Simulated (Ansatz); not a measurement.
# CoOs2: from a trial structure to a relaxed crystal

These are results of DFT PBE, scalar-relativistic, plane waves, PAW in Ansatz 0.2.0, not measurements.

The start puts CoOs2 on the AlB2 structure type (P6/mmm, No. 191), with Co in place of Al, Os in place of B, at a guessed volume.

The final relaxation ran on this input, with the default PAW datasets:

```yaml
crystal:
  lattice:
    - [4.2352309712, 0.0, 0.0]
    - [-2.1176154856, 3.6678176119, 0.0]
    - [0.0, 0.0, 2.6783123407]
  atoms:
    - { symbol: Co, position: [0.0, 0.0, 0.0] }
    - { symbol: Os, position: [0.3333333333, 0.6666666667, 0.5] }
    - { symbol: Os, position: [0.6666666667, 0.3333333333, 0.5] }
basis:
  ecutwfc: 420
kpoints:
  mp_grid: { grid: [12, 12, 18] }
hamiltonian:
  xc: pbe
scf:
  occupations: { method: gaussian, width: 0.1 }
output:
  forces: true
  stress: true
  eigenvalues: true
relax:
  adjacent_minimum: "off"
  f_tol: 0.01
  max_steps: 80
  cell: { stress_tol: 0.05 }
```

Launched as:

```bash
ansatz run input.yaml --threads 1 --pin off --max-ram 2560MiB --backend cpu --events-out ev --progress --plain --runs-dir out
```

It took 37 s on 1 thread of Intel(R) Xeon(R) 6975P-C (Granite Rapids) (shared host), peak memory 0.51 GiB.

End of the output:

```
SCF converged after 6 iterations
Free energy (F): -27893.740003 eV
Harris-Foulkes:  -27893.740003 eV  (|F-HF|=7.28e-12)
Internal energy: -27893.710174 eV  (E = F + TS)
E sigma→0 (E₀):  -27893.725089 eV
Entropy (-TS):   -0.029829 eV (-9.943 meV/atom)
Fermi energy:    22.217856 eV
--- Per-component energies (eV) ---
  E_band       = -428.310153
  E_kinetic    = 1574.850816
  E_local      = -4756.190111  (includes V_loc(G=0)·N_el)
  E_nonlocal   = 453.335466
  E_hartree    = 1989.370641
  E_xc         = -690.722725
  E_vxc        = -771.014710  (∫ρ·V_xc dr)
  E_paw        = -19539.110639  (= ΣΔE_a)
  E_vpaw       = -908.032808  (= ΣTr[D̂ρ^β])
  E_aug_tail   = -0.000077  (compensation charges beyond the density's cutoff)
  E_ewald      = -6925.243544
  E_smearing   = -0.029829  (= −TS)
  E_closure    = 0.000000  (closes the sum)
  Σ components = -27893.740003   (vs F -27893.740003, Δ=0.00e0)
--- Forces (eV/Å), atoms counted from 1 ---
  atom   1  Co     0.00000000     0.00000000     0.00000000
  atom   2  Os     0.00000000     0.00000000     0.00000000
  atom   3  Os     0.00000000     0.00000000     0.00000000
  max |Σ_I F_I| component: 4.63e-18 eV/Å
--- Stress (GPa, compression-positive) ---
        0.011544       0.000000       0.000000
        0.000000       0.011544       0.000000
        0.000000       0.000000      -0.002668
  P = ⅓ Tr σ = 0.0068 GPa (0.068 kbar)
--- Relaxed structure (4 steps of the walk, 4 accepted, 1 SCFs on fresh bases) ---
  F+E_penalty+E_count = -27893.74000311 eV   max|allowed force component| = 5.551e-17 eV/Å   (the final SCF, on the basis selected at the relaxed cell)
  cell:  # Å, volume = 41.4843 Å³
    - [4.248191, 0.000000, 0.000000]
    - [-2.124095, 3.679041, 0.000000]
    - [0.000000, 0.000000, 2.654271]
  atoms:
    - { symbol: Co, position: [0.000000, 0.000000, 0.000000] }
    - { symbol: Os, position: [0.333333, 0.666667, 0.500000] }
    - { symbol: Os, position: [0.666667, 0.333333, 0.500000] }
```

Total energies depend on the potentials used, so only differences within one code and one set of settings carry meaning.

The result has space group P6/mmm (No. 191). Co has 2 Co at 2.65 Å and 12 Os at 2.79 Å; Os has 3 Os at 2.45 Å, 2 Os at 2.65 Å and 6 Co at 2.79 Å.

Against the elements it lies at 0.51 eV/atom. Energies over the elements count from the elements' standard structures at the same level, with no empirical corrections.

For metals, differences of a few meV/atom aren't resolved. Spin–orbit coupling is left out.

Symmetry constrained the relaxation, so the result can be a saddle point.